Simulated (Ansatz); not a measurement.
Ansatz (a program for electronic structure) input (B97M-V/def2-TZVPD):

Ansatz 0.2 input:
```yaml
crystal:
  periodic: [false, false, false]
  atoms:
    - {symbol: C, position_ang: [-0.11694774, 1.03088931, -0.00007554]}
    - {symbol: C, position_ang: [1.22198947, 1.09440150, 0.02281699]}
    - {symbol: Cl, position_ang: [-0.60067191, -0.88892025, -0.01186726]}
    - {symbol: H, position_ang: [1.92742678, 0.26300953, 0.03327278]}
    - {symbol: H, position_ang: [1.65374524, 2.09688986, 0.03202189]}
basis:
  gaussian:
    orbitals: def2-TZVPD
hamiltonian:
  xc: {name: B97M-V}
total_charge: -1
output: {forces: true}
```

End of the output:

```
integrals: 0.05 GiB planned
730 factors; their error is unknown
mean field: 0.46 GiB planned
mean field evaluation 1: about -14621.4538 eV, gradient 4.1e1 eV
mean field evaluation 2: about -14610.0916 eV, gradient 7.1e1 eV
mean field evaluation 4: about -14625.7759 eV, gradient 8.5e0 eV
mean field evaluation 8: about -14625.9467 eV, gradient 3.9e-1 eV
mean field evaluation 16: about -14625.9469 eV, gradient 3.8e-5 eV
mean field -14625.94693447 eV, -537.4936360189 hartree, gradient 4.2e-5 eV, S^2 0.000000; 0 other end points of the search recorded, 0 dependent functions left out
the calculation of the forces begins
reference -14625.94699954 eV, -537.4936384102 hartree; 16, 16 occupied and 122, 122 virtual orbitals, 730 factors
Total energy: -14625.94699954 eV, -537.4936384102 hartree
Atom 0 at    -0.116948     1.030889    -0.000076 Å, force     0.120565    -0.068868     0.001923 eV/Å
Atom 1 at     1.221989     1.094402     0.022817 Å, force    -0.079335    -0.037544    -0.001419 eV/Å
Atom 2 at    -0.600672    -0.888920    -0.011867 Å, force     0.064742     0.152202     0.001384 eV/Å
Atom 3 at     1.927427     0.263010     0.033273 Å, force    -0.029459     0.061017    -0.000388 eV/Å
Atom 4 at     1.653745     2.096890     0.032022 Å, force    -0.076513    -0.106807    -0.001500 eV/Å
Dipole moment:     0.323579    -0.263719     0.005014 e Å
```

It need not be the lowest isomer of its formula. Whether it binds its extra electron was not tested at this geometry.
